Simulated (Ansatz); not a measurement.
**SiCF (doublet): correlated methods under varied settings at a displaced geometry (v1)**

Aim: run SiCF (doublet) at one geometry under a spread of methods and options, and see what each costs and gives.

The runs use Ansatz 0.2.0, Gaussian basis; the settings change from run to run.

23 further runs of the same task are left out: 4 for a known fault of the program, 6 that didn't finish, 13 set aside as unsound or not needed.

**1. What is computed**

The geometry is a PBE0/def2-TZVP stationary point (not a proven minimum) with its atoms shifted at random (size 0.040 Å).

3 atoms, charge 0, spin multiplicity 2.

Atoms are counted from 1 here; the program's logs count them from 0.

Bond lengths: F1–C2 1.265 Å, C2–Si3 1.646 Å. Angles: F1–C2–Si3 176.7°.

**2. CASSCF(13,7)/cc-pVDZ**

File in.yaml:

```yaml
crystal:
  periodic: [false, false, false]
  atoms:
    - {symbol: F, position_ang: [-0.015433, -0.009008, -1.391404]}
    - {symbol: C, position_ang: [-0.016266, -0.025151, -0.126347]}
    - {symbol: Si, position_ang: [0.031698, 0.034159, 1.517751]}
basis:
  gaussian: {orbitals: cc-pVDZ}
magnetization: {spin_polarized: false, initial_magnetization: 1}
correlation: {active_space: {window: {electrons: 13, orbitals: 7}}}
output: {forces: true}
```

Started as:

```
$ ansatz run in.yaml --threads 1 --pin off --events-out ev --progress --plain --max-ram 2393MiB
```

Log:

```text
Functional definition: HF
  name "HF"
  cite "Fock, Z. Phys. 61, 126 (1930) doi:10.1007/BF01340294"
  parent pbe
  exchange = exact_x
  correlation = 0
445 factors; integrals over basis functions are off by at most 9.9e-4 eV
mean field evaluation 1: about -11593.7787 eV, gradient 1.5e1 eV
mean field evaluation 2: about -11593.7839 eV, gradient 1.5e1 eV
mean field evaluation 4: about -11594.5452 eV, gradient 2.8e0 eV
mean field evaluation 8: about -11594.5811 eV, gradient 2.4e-3 eV
mean field evaluation 16: about -11594.5339 eV, gradient 1.5e0 eV
mean field evaluation 32: about -11594.5807 eV, gradient 1.2e-2 eV
mean field evaluation 64: about -11594.5811 eV, gradient 6.2e-3 eV
mean field evaluation 96: about -11594.5807 eV, gradient 3.2e-3 eV
mean field -11594.58108383 eV, -426.0929957414 hartree, gradient 2.7e-6 eV, S^2 0.750000; 7 other end points of the search recorded, 0 dependent functions left out
reference -11594.58108383 eV, -426.0929957414 hartree; 15, 14 occupied and 31, 32 virtual orbitals, 445 factors
state -11594.58108383 eV, -426.0929957414 hartree
the calculation of the forces begins
Total energy: -11594.58108383 eV, -426.0929957414 hartree
Atom 0 at    -0.015433    -0.009008    -1.391404 Å, force    -0.051073    -0.075749    -0.672601 eV/Å
Atom 1 at    -0.016266    -0.025151    -0.126347 Å, force     0.056863     0.098782    -0.487650 eV/Å
Atom 2 at     0.031698     0.034159     1.517751 Å, force    -0.005790    -0.023034     1.160251 eV/Å
Dipole moment:     0.003233     0.004067     0.104906 e Å
```

It took 8 s on 1 thread of Arm Neoverse V2, shared host.

From the report: 7 determinants; active occupations 2.00, 2.00, 2.00, 2.00, 2.00, 2.00, 1.00. With so small a space the active step adds no correlation: the energy is the mean field's.

**3. CCSD on UHF/cc-pVDZ**

File in.yaml:

```yaml
crystal:
  periodic: [false, false, false]
  atoms:
    - {symbol: F, position_ang: [-0.015433, -0.009008, -1.391404]}
    - {symbol: C, position_ang: [-0.016266, -0.025151, -0.126347]}
    - {symbol: Si, position_ang: [0.031698, 0.034159, 1.517751]}
basis:
  gaussian: {orbitals: cc-pVDZ}
magnetization: {spin_polarized: true, initial_magnetization: 1}
correlation: {method: ccsd, electrons: outside_noble_gas}
accuracy: high
```

The command is unchanged.

Log, shortened:

```text
Functional definition: HF
  name "HF"
  cite "Fock, Z. Phys. 61, 126 (1930) doi:10.1007/BF01340294"
  parent pbe
[...]
887 factors; integrals over basis functions are off by at most 3.6e-9 eV
[...]
mean field -11594.73686381 eV, -426.0987205501 hartree, gradient 8.3e-9 eV, S^2 1.001831; 15 other end points of the search recorded, 0 dependent functions left out
determinant -11594.73686381 eV, -426.0987205501 hartree, with singles and doubles -11605.37630691 eV, -426.4897128725 hartree
determinant -11594.73572833 eV, -426.0986788219 hartree, with singles and doubles -11605.37525043 eV, -426.4896740475 hartree
determinant -11591.94288331 eV, -425.9960436605 hartree, with singles and doubles -11601.74525813 eV, -426.3562742910 hartree
determinant -11591.93275451 eV, -425.9956714341 hartree, with singles and doubles -11601.73431111 eV, -426.3558719954 hartree
determinant -11591.79703420 eV, -425.9906838047 hartree, with singles and doubles -11603.14093201 eV, -426.4075643599 hartree
determinant -11591.77934112 eV, -425.9900335961 hartree, with singles and doubles -11603.24247469 eV, -426.4112959845 hartree
determinant -11594.73686381 eV, -426.0987205501 hartree, with singles and doubles -11605.38479603 eV, -426.4900248417 hartree
determinant -11594.73572833 eV, -426.0986788219 hartree, with singles and doubles -11605.38377637 eV, -426.4899873701 hartree
7 core orbitals not correlated: weight in the atoms' cores, before any rotation towards them, 1.000 or more for the frozen orbitals, at most 0.000 for the correlated occupied ones
reference -11594.73686381 eV, -426.0987205501 hartree; 8, 7 occupied and 31, 32 virtual orbitals, 887 factors
second order -9.67109182 eV of doubles, -0.00000000 eV of singles
cycle   1  -10.64793443 eV  change   -2.2e-6 eV  update   6.5e-6
[...]
cycle  17  -10.64793274 eV  change  -5.4e-10 eV  update  3.2e-10
Total energy: -11605.38479655 eV, -426.4900248608 hartree
```

Wall time 11 s (1 thread of Arm Neoverse V2, shared host).

From the report: ⟨S²⟩ of the determinant 1.002 (pure doublet: 0.75); correlation -10.6479 eV; T1 0.052; largest double amplitude 0.13.

**4. BCCD(T) on UHF/cc-pVDZ**

Changes to in.yaml since step 3:

```diff
@@ -7,5 +7,5 @@
 basis:
-  gaussian: {orbitals: cc-pVDZ}
+  gaussian: {orbitals: cc-pVDZ, point_charges: [{charge: -0.50, position_ang: [4.466, -0.416, -0.826]}]}
 magnetization: {spin_polarized: true, initial_magnetization: 1}
-correlation: {method: ccsd, electrons: outside_noble_gas}
-accuracy: high
+correlation: {method: bccd_t, electrons: outside_noble_gas}
+output: {forces: true}
```

Same command.

Log, shortened:

```text
Functional definition: HF
  name "HF"
  cite "Fock, Z. Phys. 61, 126 (1930) doi:10.1007/BF01340294"
  parent pbe
[...]
445 factors; integrals over basis functions are off by at most 9.9e-4 eV
[...]
mean field -11594.78428340 eV, -426.1004631879 hartree, gradient 3.8e-6 eV, S^2 1.018855; 16 other end points of the search recorded, 0 dependent functions left out
determinant -11594.78428340 eV, -426.1004631879 hartree, with singles and doubles -11605.41653072 eV, -426.4911910702 hartree
determinant -11594.72665529 eV, -426.0983453938 hartree, with singles and doubles -11605.36711447 eV, -426.4893750564 hartree
determinant -11592.03155453 eV, -425.9993022676 hartree, with singles and doubles -11601.82878297 eV, -426.3593437722 hartree
determinant -11591.97507481 eV, -425.9972266765 hartree, with singles and doubles -11601.77386962 eV, -426.3573257436 hartree
[...]
7 core orbitals not correlated: weight in the atoms' cores, before any rotation towards them, 1.000 or more for the frozen orbitals, at most 0.000 for the correlated occupied ones
reference -11594.78428340 eV, -426.1004631879 hartree; 8, 7 occupied and 31, 32 virtual orbitals, 445 factors
second order -9.64654295 eV of doubles, -0.00000000 eV of singles
cycle   1  -10.60934440 eV  change    3.2e-2 eV  update   3.5e-2
[...]
cycle  10  -10.61257662 eV  change  -7.8e-10 eV  update   2.6e-8
perturbative correction -0.42170711 eV, -0.0154974504 hartree
[...]
Total energy: -11605.81856713 eV, -426.5059656358 hartree
Atom 0 at    -0.015433    -0.009008    -1.391404 Å, force    -0.026163    -0.057730    -1.728116 eV/Å
Atom 1 at    -0.016266    -0.025151    -0.126347 Å, force    -0.026198     0.007379    -1.322556 eV/Å
Atom 2 at     0.031698     0.034159     1.517751 Å, force     0.078566     0.047620     3.042617 eV/Å
Dipole moment:     0.067003     0.002973    -0.114010 e Å
```

Run time: 20 s. Hardware: 1 thread of Arm Neoverse V2, shared host.

From the report: ⟨S²⟩ of the determinant 1.019 (pure doublet: 0.75); correlation -11.0343 eV; largest double amplitude 0.12.

**5. NEVPT2(1,3)/cc-pVDZ**

File in.yaml:

```yaml
crystal:
  periodic: [false, false, false]
  atoms:
    - {symbol: F, position_ang: [-0.015433, -0.009008, -1.391404]}
    - {symbol: C, position_ang: [-0.016266, -0.025151, -0.126347]}
    - {symbol: Si, position_ang: [0.031698, 0.034159, 1.517751]}
basis:
  gaussian: {orbitals: cc-pVDZ}
magnetization: {spin_polarized: false, initial_magnetization: 1}
hamiltonian: {pseudopotentials: {relativity: scalar}}
correlation: {method: sc_nevpt2, electrons: outside_noble_gas, active_space: {window: {electrons: 1, orbitals: 3}}}
```

Same command.

Log, shortened:

```text
Functional definition: HF
  name "HF"
  cite "Fock, Z. Phys. 61, 126 (1930) doi:10.1007/BF01340294"
  parent pbe
[...]
445 factors; integrals over basis functions are off by at most 9.9e-4 eV
[...]
mean field -11611.93918529 eV, -426.7308942044 hartree, gradient 2.7e-6 eV, S^2 0.750000; 7 other end points of the search recorded, 0 dependent functions left out
reference -11611.93918529 eV, -426.7308942044 hartree; 15, 14 occupied and 31, 32 virtual orbitals, 445 factors
state -11611.93918529 eV, -426.7308942044 hartree
state -11611.93918529 eV, -426.7308942044 hartree; corrected -11622.13887458 eV, -427.1057258720 hartree
WARN: 2 active orbitals are nearly empty or full. The corrections depend on them more than the energy does, and are more stable in an active space without them
Total energy: -11622.13887458 eV, -427.1057258720 hartree
Relativity: scalar
```

It took 3.5 s on 1 thread of Arm Neoverse V2, shared host.

From the report: 2 determinants; active occupations 1.00, 0.00, 0.00. The report marks this result as in doubt.

**6. CISD/cc-pVDZ**

File in.yaml:

```yaml
crystal:
  periodic: [false, false, false]
  atoms:
    - {symbol: F, position_ang: [-0.015433, -0.009008, -1.391404]}
    - {symbol: C, position_ang: [-0.016266, -0.025151, -0.126347]}
    - {symbol: Si, position_ang: [0.031698, 0.034159, 1.517751]}
basis:
  gaussian: {orbitals: cc-pVDZ}
magnetization: {spin_polarized: false, initial_magnetization: 1}
correlation: {active_space: {ras: {orbitals: [7, 1, 31], electrons: 15, max_holes: 2, max_particles: 2}, fixed_orbitals: true}}
accuracy: high
```

The command is unchanged.

Log:

```text
Functional definition: HF
  name "HF"
  cite "Fock, Z. Phys. 61, 126 (1930) doi:10.1007/BF01340294"
  parent pbe
  exchange = exact_x
  correlation = 0
887 factors; integrals over basis functions are off by at most 3.6e-9 eV
mean field evaluation 1: about -11593.7705 eV, gradient 1.5e1 eV
mean field evaluation 2: about -11593.7823 eV, gradient 1.5e1 eV
mean field evaluation 4: about -11594.5454 eV, gradient 2.8e0 eV
mean field evaluation 8: about -11594.5812 eV, gradient 2.4e-3 eV
mean field evaluation 16: about -11589.7825 eV, gradient 2.1e1 eV
mean field evaluation 32: about -11594.5808 eV, gradient 9.0e-7 eV
mean field evaluation 64: about -11594.5810 eV, gradient 5.3e-3 eV
mean field evaluation 96: about -11594.5808 eV, gradient 3.4e-3 eV
mean field -11594.58118403 eV, -426.0929994236 hartree, gradient 4.0e-8 eV, S^2 0.750000; 7 other end points of the search recorded, 0 dependent functions left out
reference -11594.58118403 eV, -426.0929994236 hartree; 15, 14 occupied and 31, 32 virtual orbitals, 887 factors
state -11604.27181244 eV, -426.4491234492 hartree
Total energy: -11604.27181244 eV, -426.4491234492 hartree
```

Run time: 6 s. Hardware: 1 thread of Arm Neoverse V2, shared host.

From the report: 62,427 determinants.

**7. BCCD on UHF/cc-pVDZ**

File in.yaml:

```yaml
crystal:
  periodic: [false, false, false]
  atoms:
    - {symbol: F, position_ang: [-0.015433, -0.009008, -1.391404]}
    - {symbol: C, position_ang: [-0.016266, -0.025151, -0.126347]}
    - {symbol: Si, position_ang: [0.031698, 0.034159, 1.517751]}
basis:
  gaussian: {orbitals: cc-pVDZ}
magnetization: {spin_polarized: true, initial_magnetization: 1}
correlation: {method: bccd, electrons: valence}
accuracy: high
output: {forces: true}
```

Launched as before.

Log, shortened:

```text
Functional definition: HF
  name "HF"
  cite "Fock, Z. Phys. 61, 126 (1930) doi:10.1007/BF01340294"
  parent pbe
[...]
887 factors; integrals over basis functions are off by at most 3.6e-9 eV
[...]
mean field -11594.73686381 eV, -426.0987205501 hartree, gradient 8.3e-9 eV, S^2 1.001831; 15 other end points of the search recorded, 0 dependent functions left out
determinant -11594.73686381 eV, -426.0987205501 hartree, with singles and doubles -11605.37630691 eV, -426.4897128725 hartree
determinant -11594.73572833 eV, -426.0986788219 hartree, with singles and doubles -11605.37525043 eV, -426.4896740475 hartree
determinant -11591.94288331 eV, -425.9960436605 hartree, with singles and doubles -11601.74525813 eV, -426.3562742910 hartree
determinant -11591.93275451 eV, -425.9956714341 hartree, with singles and doubles -11601.73431111 eV, -426.3558719954 hartree
[...]
determinant -11594.73572833 eV, -426.0986788219 hartree, with singles and doubles -11605.38377637 eV, -426.4899873701 hartree
7 core orbitals not correlated: weight in the atoms' cores, before any rotation towards them, 1.000 or more for the frozen orbitals, at most 0.000 for the correlated occupied ones
reference -11594.73686381 eV, -426.0987205501 hartree; 8, 7 occupied and 31, 32 virtual orbitals, 887 factors
second order -9.67109182 eV of doubles, -0.00000000 eV of singles
cycle   1  -10.61491326 eV  change    3.3e-2 eV  update   3.3e-2
[...]
cycle  31  -10.61807498 eV  change    1.5e-9 eV  update   1.7e-9
[...]
Total energy: -11605.35493879 eV, -426.4889276085 hartree
Atom 0 at    -0.015433    -0.009008    -1.391404 Å, force    -0.036613    -0.040837    -1.634804 eV/Å
Atom 1 at    -0.016266    -0.025151    -0.126347 Å, force    -0.012978    -0.008872    -1.059113 eV/Å
Atom 2 at     0.031698     0.034159     1.517751 Å, force     0.049591     0.049708     2.693917 eV/Å
Dipole moment:     0.000026     0.000345    -0.025851 e Å
```

Run time: 22 s. Hardware: 1 thread of Arm Neoverse V2, shared host; peak memory 0.29 GiB.

From the report: ⟨S²⟩ of the determinant 1.002 (pure doublet: 0.75); correlation -10.6181 eV; largest double amplitude 0.12.

**8. NEVPT2(3,3)/cc-pVDZ**

File in.yaml:

```yaml
crystal:
  periodic: [false, false, false]
  atoms:
    - {symbol: F, position_ang: [-0.015433, -0.009008, -1.391404]}
    - {symbol: C, position_ang: [-0.016266, -0.025151, -0.126347]}
    - {symbol: Si, position_ang: [0.031698, 0.034159, 1.517751]}
basis:
  gaussian: {orbitals: cc-pVDZ}
magnetization: {spin_polarized: false, initial_magnetization: 1}
correlation: {method: sc_nevpt2, electrons: outside_noble_gas, active_space: {window: {electrons: 3, orbitals: 3}, states: [{multiplicity: 2, weights: [1, 1]}, {multiplicity: 4, weights: [1]}], root: 1}}
output: {forces: true}
```

Launched as before.

Log, shortened:

```text
Functional definition: HF
  name "HF"
  cite "Fock, Z. Phys. 61, 126 (1930) doi:10.1007/BF01340294"
  parent pbe
[...]
814 factors; integrals over basis functions are off by at most 1.2e-7 eV
[...]
mean field -11594.58118397 eV, -426.0929994215 hartree, gradient 2.7e-6 eV, S^2 0.750000; 7 other end points of the search recorded, 0 dependent functions left out
reference -11594.58118397 eV, -426.0929994215 hartree; 15, 14 occupied and 31, 32 virtual orbitals, 814 factors
state -11595.13256837 eV, -426.1132624244 hartree
state -11594.45805334 eV, -426.0884744542 hartree
state -11595.13256837 eV, -426.1132624244 hartree; corrected -11604.83964348 eV, -426.4699908550 hartree
state -11594.45805334 eV, -426.0884744542 hartree; corrected -11604.79024404 eV, -426.4681754592 hartree
state -11592.16500694 eV, -426.0042065535 hartree
state -11592.16500694 eV, -426.0042065535 hartree; corrected -11601.51392749 eV, -426.3477730468 hartree
[...]
Total energy: -11604.79024404 eV, -426.4681754592 hartree
Atom 0 at    -0.015433    -0.009008    -1.391404 Å, force    -0.041722    -0.053212    -1.291356 eV/Å
Atom 1 at    -0.016266    -0.025151    -0.126347 Å, force    -0.016933    -0.006200    -1.842049 eV/Å
Atom 2 at     0.031698     0.034159     1.517751 Å, force     0.058655     0.059412     3.133405 eV/Å
Dipole moment:    -0.002134    -0.002196    -0.111086 e Å
```

Wall time 4.8 s (1 thread of Arm Neoverse V2, shared host).

From the report: 5 determinants; active occupations (of the averaged states) 1.33, 1.30, 0.37.

**9. BCCD(T) on ROHF/def2-SVP**

File in.yaml:

```yaml
crystal:
  periodic: [false, false, false]
  atoms:
    - {symbol: F, position_ang: [-0.015433, -0.009008, -1.391404]}
    - {symbol: C, position_ang: [-0.016266, -0.025151, -0.126347]}
    - {symbol: Si, position_ang: [0.031698, 0.034159, 1.517751]}
basis:
  gaussian: {orbitals: def2-SVP}
magnetization: {spin_polarized: false, initial_magnetization: 1}
correlation: {method: bccd_t, electrons: outside_noble_gas, diis_vectors: 12}
```

Same command.

Log, shortened:

```text
Functional definition: HF
  name "HF"
  cite "Fock, Z. Phys. 61, 126 (1930) doi:10.1007/BF01340294"
  parent pbe
[...]
440 factors; integrals over basis functions are off by at most 1.2e-3 eV
[...]
mean field -11588.81217171 eV, -425.8809921314 hartree, gradient 1.9e-6 eV, S^2 0.750000; 8 other end points of the search recorded, 0 dependent functions left out
[...]
determinant -11588.81217171 eV, -425.8809921314 hartree, with singles and doubles -11599.49873878 eV, -426.2737162275 hartree
determinant -11588.81174646 eV, -425.8809765038 hartree, with singles and doubles -11599.49791498 eV, -426.2736859535 hartree
determinant -11588.81217171 eV, -425.8809921314 hartree, with singles and doubles -11599.49959254 eV, -426.2737476026 hartree
determinant -11588.81174646 eV, -425.8809765038 hartree, with singles and doubles -11599.49865436 eV, -426.2737131250 hartree
7 core orbitals not correlated: weight in the atoms' cores, before any rotation towards them, 1.000 or more for the frozen orbitals, at most 0.000 for the correlated occupied ones
reference -11588.81217171 eV, -425.8809921314 hartree; 8, 7 occupied and 31, 32 virtual orbitals, 440 factors
second order -9.99962976 eV of doubles, -0.04276916 eV of singles
cycle   1  -10.64484807 eV  change    4.3e-2 eV  update   1.6e-2
[...]
cycle  11  -10.64659201 eV  change   -6.2e-6 eV  update   9.8e-6
perturbative correction -0.41212591 eV, -0.0151453477 hartree
Total energy: -11599.87088962 eV, -426.2873925188 hartree
```

Wall time 6.5 s (1 thread of Arm Neoverse V2, shared host).

From the report: correlation -11.0587 eV; largest double amplitude 0.12.

**10. NEVPT2(3,8)/cc-pVDZ**

Changes to in.yaml since step 9:

```diff
@@ -7,4 +7,5 @@
 basis:
-  gaussian: {orbitals: def2-SVP}
+  gaussian: {orbitals: cc-pVDZ}
 magnetization: {spin_polarized: false, initial_magnetization: 1}
-correlation: {method: bccd_t, electrons: outside_noble_gas, diis_vectors: 12}
+correlation: {method: sc_nevpt2, electrons: outside_noble_gas, active_space: {window: {electrons: 3, orbitals: 8}}}
+scf: {lower_state_search: light}
```

Launched as before.

Log, shortened:

```text
Functional definition: HF
  name "HF"
  cite "Fock, Z. Phys. 61, 126 (1930) doi:10.1007/BF01340294"
  parent pbe
[...]
445 factors; integrals over basis functions are off by at most 9.9e-4 eV
[...]
mean field -11594.58108383 eV, -426.0929957414 hartree, gradient 2.7e-6 eV, S^2 0.750000; 7 other end points of the search recorded, 0 dependent functions left out
reference -11594.58108383 eV, -426.0929957414 hartree; 15, 14 occupied and 31, 32 virtual orbitals, 445 factors
state -11595.84013077 eV, -426.1392648630 hartree
state -11595.84013077 eV, -426.1392648630 hartree; corrected -11604.66308976 eV, -426.4635026254 hartree
Total energy: -11604.66308976 eV, -426.4635026254 hartree
```

Run time: 12 s. Hardware: 1 thread of Arm Neoverse V2, shared host.

From the report: 114 determinants; active occupations 1.92, 0.98, 0.07, 0.02, 0.00, 0.00, 0.00, 0.00.

**11. All runs side by side**

Where basis and cores are those of an earlier UCCSDT(Q)/cc-pVDZ run (-11605.8454 eV), and the state is the same kind, the miss against it is given. † marks a result that the program doubts.

| level | correlated | functions | energy (eV) | from UCCSDT(Q) (meV) | time |
| --- | --- | --- | --- | --- | --- |
| CASSCF(13,7)/cc-pVDZ |  | 46 | -11594.5811 | 11264.3 | 8 s |
| CCSD on UHF/cc-pVDZ | outside noble gas | 46 | -11605.3848 | 460.6 | 11 s |
| BCCD(T) on UHF/cc-pVDZ (beside a point charge) | outside noble gas | 46 | -11605.8186 |  | 20 s |
| NEVPT2(1,3)/cc-pVDZ (relativity set) † | outside noble gas | 46 | -11622.1389 |  | 3.5 s |
| CISD/cc-pVDZ | outside noble gas | 46 | -11604.2718 | 1573.6 | 6 s |
| BCCD on UHF/cc-pVDZ | valence | 46 | -11605.3549 | 490.4 | 22 s |
| NEVPT2(3,3)/cc-pVDZ (excited root 1 of an average) | outside noble gas | 46 | -11604.7902 |  | 4.8 s |
| BCCD(T) on ROHF/def2-SVP | outside noble gas | 46 | -11599.8709 |  | 6.5 s |
| NEVPT2(3,8)/cc-pVDZ | outside noble gas | 46 | -11604.6631 | 1182.3 | 12 s |

**12. Results**

```
quantity                                          value
    runs                                              9
quickest  NEVPT2(1,3)/cc-pVDZ (relativity set) †, 3.5 s
 slowest                      BCCD on UHF/cc-pVDZ, 22 s
```

In words: Total energies in different bases, with other cores or another treatment of relativity can't be set against each other. BCCD on UHF/cc-pVDZ took 6 times as long as NEVPT2(1,3)/cc-pVDZ (relativity set) †; the jobs differ in more than the method. Among the correlated runs with a miss given, it spans +461 to +1574 meV. Hartree-Fock, CASSCF and CASCI lack dynamic correlation by design.
